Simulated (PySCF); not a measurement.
Below is a simulated gas-phase P 2p photoelectron spectrum of phosphine oxide (`O=[PH3]`).

Every computed line was given a Gaussian of 0.5 eV full width at half maximum and an area set by the number of equivalent atoms (split 2:1 within a doublet); the highest printed point is 100. The calculation used delta-SCF UKS SCAN, pcX-2 on the ionised atom, pcseg-1 elsewhere, spin-free X2C (PySCF).

binding energy (eV), intensity and a bar:
```
    138.3          0 
    138.4          2 #
    138.5          7 ##
    138.6         18 #####
    138.7         38 ###########
    138.8         65 ####################
    138.9         90 ###########################
    139.0        100 ##############################
    139.1         89 ###########################
    139.2         63 ###################
    139.3         37 ###########
    139.4         20 ######
    139.5         16 #####
    139.6         22 #######
    139.7         35 ##########
    139.8         46 ##############
    139.9         50 ###############
    140.0         43 #############
    140.1         30 #########
    140.2         17 #####
    140.3          7 ##
    140.4          3 #
    140.5          1 
    140.6          0
```

Q: Count the maxima, the lines and the sites behind this envelope.

A: The curve has 2 maxima (at 139.0 and 139.9 eV). Under it lie 2 lines from 1 inequivalent phosphorus site, drawn as a 2p3/2, 2p1/2 pair.

Q: Decompose the envelope and assign each component. Numbering: `[O:1]=[PH3:2]`.

A: 
| position (eV) | relative area | line | atoms | environment |
| --- | --- | --- | --- | --- |
| 139.00 | 0.67 | P 2p3/2 | P2 | phosphoryl phosphorus |
| 139.89 | 0.33 | P 2p1/2 | P2 | phosphoryl phosphorus |

The curve has no shake-up lines and no vibrational structure. 2p3/2 and 2p1/2 are the ΔSCF energy of one spin-free 2p hole plus the eigenvalues of a spin–orbit and ligand-field matrix of the shell. 2p1/2 minus 2p3/2 (ligand field included): P 0.89 eV. Isolated species at its GFN2-xTB geometry, gas phase.
